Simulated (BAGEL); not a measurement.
**ROHF/6-31G(d) (density fitting with qzvpp-jkfit, spherical functions) run of S2 (sulfur dimer)**

What is the vertical ionisation energy of S2 (sulfur dimer) at ROHF/6-31G* (density fitting with qzvpp-jkfit, spherical functions)? 

Program for the calculation: BAGEL 1.2.2.

## Step 1: Starting point

S2: 2 atoms, total charge 0, spin state triplet. As SMILES, `S=S`. The bond length is the measured one.

Bond lengths: S1–S2 1.889 Å.

## Step 2: A single-point energy at ROHF/6-31G(d) (density fitting with qzvpp-jkfit, spherical functions)

File input.json:

```json
{ "bagel" : [

{
  "title" : "molecule",
  "basis" : "6-31gs.json",
  "df_basis" : "qzvpp-jkfit",
  "angstrom" : true,
  "geometry" : [
    { "atom" : "S", "xyz" : [       0.000000,       0.000000,       0.000000 ] },
    { "atom" : "S", "xyz" : [       0.000000,       0.000000,       1.889200 ] }
  ]
},

{
  "title" : "rohf",
  "nopen" : 2
},

{
  "title" : "print",
  "file" : "orbitals.molden",
  "orbitals" : true
}

]}
```

The basis set 6-31G* is read from a file made from the Basis Set Exchange's data (not shown).

Command:

```console
$ BAGEL_NUM_THREADS=1 BAGEL input.json > input.out
```

Output:

```text
* using 1 threads per process

  ===============================================================
  ===============================================================

  *** Geometry ***

  { "atom" : "S", "xyz" : [      0.000000,      0.000000,      0.000000 ] },
  { "atom" : "S", "xyz" : [      0.000000,      0.000000,      3.570071 ] },

  Number of auxiliary basis functions:      256

  Since a DF basis is specified, we compute 2- and 3-index integrals:
    o Being stored without compression. Storage requirement is 0.003 GB

  Number of basis functions:       36
  Number of electrons      :       32

    * METHOD: MOLECULE                             0.10

  *** Open-shell HF ***

  === Nuclear Repulsion ===
    71.7072654730

      * DIIS with orbital gradients will be used.

  === ROHF iteration (6-31gs.json) ===
      0       -794.99160902          0.01659738           0.03
      1       -795.00257780          0.00452927           0.03
      2       -795.00377695          0.00171059           0.03
      3       -795.00383725          0.00043968           0.03
      4       -795.00386183          0.00002074           0.03
      5       -795.00386039          0.00000387           0.03
      6       -795.00386058          0.00000060           0.03
      7       -795.00386059          0.00000004           0.03
      8       -795.00386060          0.00000001           0.03
    * SCF iteration converged.

    * S^2 (ROHF) is 2.0000

    * Permanent dipole moment:
           (   -0.000000,    -0.000000,    -0.000000) a.u.

    * METHOD: ROHF                                 0.32

    * METHOD: PRINT                                0.01

  ===============================================================
```

Run time: 0.81 s. Hardware: 1 thread of Intel Xeon Platinum 8259CL at 2.50GHz (Skylake/Cascade Lake), shared host; peak memory 0.14 GiB.

## Step 3: The doublet cation, same level

File input.json:

```json
{ "bagel": [

{
  "title": "molecule",
  "basis": "6-31gs.json",
  "df_basis": "qzvpp-jkfit",
  "angstrom": true,
  "geometry": [
    { "atom": "S", "xyz": [       0.000000,       0.000000,       0.000000 ] },
    { "atom": "S", "xyz": [       0.000000,       0.000000,       1.889200 ] }
  ]
},

{ "title": "rohf", "charge": 1, "nopen": 1 },

{ "title": "print", "file": "orbitals.molden", "orbitals": true }

]}
```

The basis set 6-31G* is read from a file made from the Basis Set Exchange's data (not shown).

Command:

```console
$ BAGEL_NUM_THREADS=1 BAGEL input.json > input.out
```

Output:

```text
* using 1 threads per process

  ===============================================================
  ===============================================================

  *** Geometry ***

  { "atom" : "S", "xyz" : [      0.000000,      0.000000,      0.000000 ] },
  { "atom" : "S", "xyz" : [      0.000000,      0.000000,      3.570071 ] },

  Number of auxiliary basis functions:      256

  Since a DF basis is specified, we compute 2- and 3-index integrals:
    o Being stored without compression. Storage requirement is 0.003 GB

  Number of basis functions:       36
  Number of electrons      :       32

    * METHOD: MOLECULE                             0.11

  *** Open-shell HF ***

  === Nuclear Repulsion ===
    71.7072654730

      * DIIS with orbital gradients will be used.

  === ROHF iteration (6-31gs.json) ===
      0       -794.60817046          0.02810716           0.03
      1       -794.64921950          0.00807831           0.03
      2       -794.65168575          0.00252115           0.03
      3       -794.65186385          0.00042978           0.03
      4       -794.65188229          0.00001891           0.03
      5       -794.65188425          0.00000407           0.03
      6       -794.65188422          0.00000046           0.03
      7       -794.65188421          0.00000006           0.03
      8       -794.65188421          0.00000001           0.02
      9       -794.65188421          0.00000000           0.02
    * SCF iteration converged.

    * S^2 (ROHF) is 0.7500

    * Permanent dipole moment:
           (   -0.000000,    -0.000000,     0.000000) a.u.

    * METHOD: ROHF                                 0.33

    * METHOD: PRINT                                0.00

  ===============================================================
```

It took 0.79 s on 1 thread of Intel Xeon Platinum 8259CL at 2.50GHz (Skylake/Cascade Lake), shared host; peak memory 0.14 GiB.

## Step 4: Outcome

At ROHF/6-31G* (density fitting with qzvpp-jkfit, spherical functions):

| quantity | value |
| --- | --- |
| triplet S2: total energy | -795.00386 Eh |
| triplet S2: dipole moment | 0.00 D |
| triplet S2: ⟨S²⟩ | 2.000 |
| doublet cation: total energy | -794.65188 Eh |
| doublet cation: ⟨S²⟩ | 0.750 |
| vertical ionisation energy (to the doublet cation) | 9.578 eV |

The vertical ionisation energy comes to 9.58 eV (924 kJ/mol).
